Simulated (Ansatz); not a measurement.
System: bcc K. Method: PBEsol (PAW; Ansatz, a first-principles code).

Settings: plane-wave cutoff 520 eV, 12×12×12 k mesh, Fermi–Dirac smearing 0.1 eV, perturbation theory, scalar-relativistic PAW data made under PBE.

Computed at the level's own relaxed cell.

Harmonic phonon frequencies (cm⁻¹; i marks an imaginary mode):

```csv
q point,frequencies
H,75 75 75
N,…
P,…
```

Some entries are withheld; supply them.


- N, frequencies: 17 51 79
- P, frequencies: 60 60 60

No imaginary mode appears at these points.
